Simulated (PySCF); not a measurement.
Gas-phase reaction: SiF₂(OH)₂ + SiH₄ + 2 F₂ ⇌ 2 SiF₃OH + 4 H

Computed with PySCF and rigid-rotor harmonic-oscillator thermochemistry at 1 bar. † marks an energy on the PBE0/def2-TZVP geometry and frequencies; other levels use their own. MP2 and CCSD(T) freeze the core. Open shells (unrestricted): H (multiplicity 2); the rest are closed-shell singlets. SiF₂(OH)₂, SiF₃OH: computed as isolated molecules; such fragments, hydroxides, amides, oligomers or adducts are transient or little studied in the gas. MP2 isn't extrapolated to the basis-set limit. CCSD(T) isn't extrapolated to the basis-set limit.

```tsv
level	ΔH°(298 K), kJ
BLYP/def2-TZVP†	(withheld)
CCSD(T)/def2-TZVPP†	(withheld)
M06-2X/def2-TZVP†	-824
MP2/def2-TZVPP†	-878
PBE/def2-SVP	(withheld)
PBE0/def2-SVP†	-679
PBE0/def2-TZVP	-756
r2SCAN/def2-TZVP†	(withheld)
ωB97M-V/def2-TZVP†	-753
```

Complete the blanks.


- BLYP/def2-TZVP†, ΔH°(298 K), kJ: -657
- CCSD(T)/def2-TZVPP†, ΔH°(298 K), kJ: -757
- PBE/def2-SVP, ΔH°(298 K), kJ: -621
- r2SCAN/def2-TZVP†, ΔH°(298 K), kJ: -760
